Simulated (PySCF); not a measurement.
## Four-centre ligand exchange

Start structure (SiNH₇S, closed shell), relaxed at PBE0-D4/def2-TZVP:

| atom | x (Å) | y (Å) | z (Å) |
| --- | --- | --- | --- |
| Si1 | -0.2661 | -0.1090 | 0.5708 |
| H2 | 1.0378 | -0.6452 | 0.1010 |
| H3 | -1.3437 | -0.7705 | -0.2212 |
| H4 | -0.3553 | 1.3548 | 0.3419 |
| N5 | -0.3353 | -0.3611 | 2.2752 |
| H6 | 1.0615 | -0.4124 | -3.0090 |
| S7 | 0.2219 | 0.6320 | -2.9485 |
| H8 | -0.1394 | -1.2754 | 2.6505 |
| H9 | -1.0572 | 0.0923 | 2.8123 |
| H10 | 1.2053 | 1.4723 | -2.5920 |

The step: SiNH₅ ([NH2][SiH3]) + H₂S → SiNH₅S ([NH2][SiH2][SH]) + H₂; bonds formed: Si1–S7, H2–H6; bonds broken: Si1–H2, H6–S7. PySCF 2.14 with density fitting (its default auxiliary sets; JK sets also for MP2 and CCSD(T)); basis: def2-TZVPP and def2-QZVPP; cores frozen in the correlated methods. Extrapolation: Hartree–Fock as exp(−7.88 √X), correlation as X^−2.97. Energies below are by CCSD(T) at an estimated basis limit (MP2 extrapolated from triple and quadruple zeta, plus CCSD(T) − MP2 in triple zeta).

(1) What are the electronic barrier and the energy of the step, from the start structure to the end structure? (An estimate is asked for; the value comes from the calculation.)

No T1 diagnostic of these runs exceeds 0.013.

Answers

(1) The calculation gives: Barrier 1.867 eV; step energy -0.508 eV (downhill); reverse barrier, their difference, 2.376 eV. Barrier and step energy count from the start structure, the reverse barrier from the end structure.

The saddle point: One imaginary mode of 1081i cm⁻¹.
| pair | start (Å) | saddle (Å) | end (Å) |
| --- | --- | --- | --- |
| Si1–S7 | 3.63 | 2.52 | 2.15 |
| H2–H6 | 3.12 | 1.07 | 0.75 |
| Si1–H2 | 1.49 | 1.68 | 3.87 |
| H6–S7 | 1.34 | 1.59 | 3.27 |

Zero-point energy (harmonic, PBE0-D4): ZPE is 1.813 eV at the start and 1.809 eV at the saddle, so the barrier goes from 1.867 to 1.863 eV.

Labels in which every atom is bracketed show which atoms are joined, not bond orders.

For scale, one of the runs: CCSD(T)/def2-TZVPP, 213 basis functions, launched by `OMP_NUM_THREADS=4 python run.py`. Time: 6.5 min of wall clock on 4 CPU threads of an Arm Neoverse V2; the host was shared. Peak host memory: 2.7 GiB.
